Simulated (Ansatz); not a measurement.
Process, species as SMILES: S=C=S + 4 [H][H] (H2) → C (CH4) + 2 S (H2S)
B3LYP-D3(BJ)/def2-TZVP geometries, fixed; electronic energies without zero-point terms.
Largest species:
```xyz
5

C      0.0000     0.0000     0.0000
H      0.6205     0.6269     0.6390
H     -0.6429    -0.6249     0.6185
H      0.6369    -0.6328    -0.6166
H     -0.6146     0.6308    -0.6409
```

Energies in hartree at PBE with Ansatz (a program for electronic structure); the energy of full hydrogenation is their sum with the coefficients shown, times 627.509 kcal/mol a hartree. All functions are spherical. The program fits the integrals of some runs and decomposes those of others, by size. No added dispersion term, no relativity.

| species | coefficient | part | cc-pV(D+d)Z | cc-pV(T+d)Z | cc-pV(Q+d)Z |
|---|---|---|---|---|---|
| S=C=S | -1 | PBE | -834.12709 | -834.16350 | -834.17326 |
| [H][H] (H2) | -4 | PBE | -1.16000 | -1.16612 | -1.16657 |
| C (CH4) | +1 | PBE | -40.44301 | -40.46329 | -40.46664 |
| S (H2S) | +2 | PBE | -399.21436 | -399.23340 | -399.23771 |

Q: Predict the energy of full hydrogenation in cc-pV(5+d)Z (X = 5): let each PBE step shrink by the ratio of the last two. Compare with the run.

A: 
- S=C=S: steps -0.03641 and -0.00976, ratio 0.268, so PBE -834.17588 (run: -834.18130).
- [H][H] (H2): steps -0.00612 and -0.00045, ratio 0.074, so PBE -1.16660 (run: -1.16670).
- C (CH4): steps -0.02028 and -0.00335, ratio 0.165, so PBE -40.46719 (run: -40.46786).
- S (H2S): steps -0.01904 and -0.00431, ratio 0.226, so PBE -399.23868 (run: -399.24145).
Predicted -64.18 kcal/mol; the run in cc-pV(5+d)Z gives -64.42, a miss of 0.24. Keeping the value in cc-pV(Q+d)Z, -64.33, would miss by 0.09. All sums are of the energies as printed.
